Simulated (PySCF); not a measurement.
# C2H8N2: the cost of one run

Computed with PySCF 2.14.0. Level: levels as typed in each script, gas phase, geometry from GFN2-xTB.

## 1. The system as given

SMILES `CN(C)N`, 12 atoms, charge 0, spin multiplicity 1.

Bond lengths: C1–N2 1.451 Å, C1–H5 1.090 Å, C1–H6 1.098 Å, C1–H7 1.088 Å, N2–C3 1.451 Å, N2–N4 1.465 Å, C3–H8 1.088 Å, C3–H9 1.090 Å, C3–H10 1.098 Å, N4–H11 1.019 Å, N4–H12 1.019 Å. Angles: N2–C1–H5 108.9°, N2–C1–H6 112.6°, N2–C1–H7 108.4°, H5–C1–H6 108.8°, H5–C1–H7 108.7°, H6–C1–H7 109.3°, C1–N2–C3 111.1°, C1–N2–N4 107.9°, C3–N2–N4 107.9°, N2–C3–H8 108.4°, N2–C3–H9 108.9°, N2–C3–H10 112.6°, H8–C3–H9 108.7°, H8–C3–H10 109.3°, H9–C3–H10 108.8°, N2–N4–H11 105.9°, N2–N4–H12 105.9°, H11–N4–H12 106.4°.

Geometry (Å):

```xyz
12
C2H8N2
C    -1.1963    0.6739   -0.0677
N     0.0000   -0.0074    0.3895
C     1.1966    0.6734   -0.0677
N    -0.0003   -1.3551   -0.1858
H    -2.0703    0.1363    0.2990
H    -1.2533    0.7386   -1.1623
H    -1.2014    1.6775    0.3528
H     1.2021    1.6770    0.3528
H     2.0703    0.1355    0.2990
H     1.2536    0.7381   -1.1623
H    -0.8166   -1.8247    0.2036
H     0.8158   -1.8250    0.2036
```

## 2. Removing and adding an electron (LDA (SVWN)/aug-cc-pvdz)

input.py reads:

```python
import numpy as np
from pyscf import gto, scf, dft
from pyscf.scf import atom_ks, atom_hf
from scipy.linalg import block_diag

def solve(mol, dm0=None, hcore=None):
    mf = (dft.UKS if mol.spin else dft.RKS)(mol, xc='svwn')
    mf.grids.level = 3
    mf = mf.density_fit(auxbasis='def2-universal-jkfit')
    mf.conv_tol, mf.max_cycle = 1e-8, 80
    if hcore is not None:
        mf.get_hcore = lambda *args: hcore
    mf.kernel(dm0)
    if not mf.converged:
        mf = mf.newton().run(mf.mo_coeff, mf.mo_occ, max_cycle=30)
    assert mf.converged, 'SCF not converged'
    return mf

mol = gto.M(atom='''
C     -1.19630     0.67393    -0.06769
N      0.00000    -0.00740     0.38951
C      1.19660     0.67343    -0.06769
N     -0.00031    -1.35510    -0.18577
H     -2.07027     0.13633     0.29900
H     -1.25333     0.73858    -1.16231
H     -1.20136     1.67750     0.35276
H      1.20208     1.67699     0.35276
H      2.07034     0.13546     0.29900
H      1.25365     0.73806    -1.16231
H     -0.81656    -1.82465     0.20358
H      0.81581    -1.82499     0.20358
''', basis='aug-cc-pvdz', charge=0, spin=0, verbose=4)
mf = solve(mol)
out = dict(e0=mf.e_tot, dm0=mf.make_rdm1(), c=mf.mo_coeff, occ=mf.mo_occ, eps=mf.mo_energy)
for name, dq, spin in [('cation', 1, 1), ('anion', -1, 1)]:
    ion = mol.copy().set(charge=mol.charge + dq, spin=spin).build()
    mi = solve(ion)
    if spin and dq > 0 and mol.nao < 130:
        c, _, stable, _ = mi.stability(return_status=True)
        if not stable:
            mi = solve(ion, mi.make_rdm1(c, mi.mo_occ))
    print(name, 'vertical energy change / eV', (mi.e_tot - mf.e_tot) * 27.211386)
    out.update({'e_' + name: mi.e_tot, 'dm_' + name: mi.make_rdm1(), 's2_' + name: mi.spin_square()[0], 'eps_' + name: mi.mo_energy, 'occ_' + name: mi.mo_occ})
# spherically averaged free atoms, for the promolecule
atm = atom_ks.get_atm_nrks(mol, xc='svwn')
pro = block_diag(*[(atm[a[0]][2] * atm[a[0]][3]) @ atm[a[0]][2].T for a in mol._atom])
np.savez('result.npz', pro=pro, **out)
```

Run with:

```bash
$ OMP_NUM_THREADS=1 python input.py
```

What time and memory should one allow on 1 thread of Intel Xeon Platinum 8259CL at 2.50GHz (Skylake/Cascade Lake), shared host?

About 62 s, with a peak of 0.33 GiB.
